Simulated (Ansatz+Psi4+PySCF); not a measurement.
```xyz
2

Mg    0.0000    0.0000   -0.0026
S     0.0000    0.0000    2.5705
```

Basis set: cc-pCVTZ on Mg; cc-pV(T+d)Z on S (spherical functions). Frozen core: 6 orbitals. Charge 0, multiplicity 1.

Computed with Ansatz (development build ahead of 0.2.0) and Psi4 1.11; each method stands on the lowest determinant of its kind that the runs found. Restricted open shells among the atoms or ions are ROHF, correlated in semicanonical orbitals with singles.

**Question.** Give the vertical ionization energy (product with multiplicity 2 at the same shape, open shells in the same class of orbitals) of singlet MgS by RHF-MP2, RHF.

**Answer.**

| method | ionization energy |
| --- | --- |
| RHF-MP2 | 7.25 eV |
| RHF | 5.99 eV |

Caution: stretched shape with no unrestricted run beside it, a lower state can exist; unrestricted orbitals would lower the determinant. Caution for RHF-MP2: bonds are stretched, where a single reference can fail.
